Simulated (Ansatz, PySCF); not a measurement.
This Ansatz (an electronic-structure program) input computes a B3LYP/def2-TZVPD energy:

Ansatz 0.2 input:
```yaml
crystal:
  periodic: [false, false, false]
  atoms:
    - {symbol: S, position_ang: [0.00108380, 0.01823548, 1.13620484]}
    - {symbol: C, position_ang: [0.00261406, 1.29542196, -0.04692498]}
    - {symbol: C, position_ang: [-0.00253788, -1.20240713, -0.07753578]}
    - {symbol: C, position_ang: [0.00033218, 0.73061502, -1.26663996]}
    - {symbol: C, position_ang: [-0.00262290, -0.67651780, -1.34119242]}
    - {symbol: H, position_ang: [0.00501141, 2.32821230, 0.25581372]}
    - {symbol: H, position_ang: [-0.00440903, -2.24242826, 0.20719009]}
    - {symbol: H, position_ang: [-0.00465585, -1.26022405, -2.24852233]}
basis:
  gaussian:
    orbitals: def2-TZVPD
hamiltonian:
  xc: {name: B3LYP}
magnetization: {spin_polarized: true, initial_magnetization: 1}
output: {forces: true}
```

Problem. Write an input for the same energy in PySCF and say what it gives.

Solution. 
```python
from pyscf import gto, scf, dft

mol = gto.M(
    atom='''
    S     0.00108380    0.01823548    1.13620484
    C     0.00261406    1.29542196   -0.04692498
    C    -0.00253788   -1.20240713   -0.07753578
    C     0.00033218    0.73061502   -1.26663996
    C    -0.00262290   -0.67651780   -1.34119242
    H     0.00501141    2.32821230    0.25581372
    H    -0.00440903   -2.24242826    0.20719009
    H    -0.00465585   -1.26022405   -2.24852233
    ''',
    basis='def2-tzvpd',
    charge=0,
    spin=1,
    verbose=4,
)

mf = dft.UKS(mol, xc='b3lyp').density_fit(auxbasis='def2-universal-jkfit')
mf.grids.level = 3
mf.conv_tol = 1e-9
mf.max_cycle = 100
mf.max_memory = 1500
mf.kernel()
if not mf.converged:
    mf = mf.newton()
    mf.kernel(mf.make_rdm1())
for _ in range(2):
    mo, _, stable, _ = mf.stability(return_status=True)
    if stable:
        break
    mf.kernel(mf.make_rdm1(mo, mf.mo_occ))
mf.analyze()
```
It gives -552.40595 Eh, and Ansatz -552.40591 Eh, a difference of 0.04 mEh, from the treatment of integrals and grids.

It need not be the lowest isomer of its formula.
